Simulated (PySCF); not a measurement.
# F: ionisation energy

F [He] 2s2 2p5 (2P) → F⁺ [He] 2s2 2p4 (3P), as a difference of total energies. Computed with PySCF 2.14 in aug-cc-pwCVDZ (5s4p2d, 27 functions), with the non-relativistic Hamiltonian (point nucleus). Correlated levels: valence: 1s2 frozen. The calculations carry no spin-orbit coupling.

```json
{"method": "UHF", "ionisation energy (eV)": "15.760"}
{"method": "MP2 (valence)", "ionisation energy (eV)": "17.175"}
{"method": "SCS-MP2 (valence)", "ionisation energy (eV)": "17.128"}
{"method": "CCSD (valence)", "ionisation energy (eV)": "17.083"}
{"method": "CCSD(T) (valence)", "ionisation energy (eV)": "17.117"}
{"method": "CCSDT (valence)", "ionisation energy (eV)": "17.118"}
```

Errors of the correlated levels include the incompleteness of this basis and the frozen core.

Which method comes closest to the reference value, and which is furthest?

The reference is 17.427 eV (measured; NIST levels, between the centres of gravity of the two terms). Closest: MP2 (valence) (error -0.252 eV); furthest: UHF (error -1.667 eV).
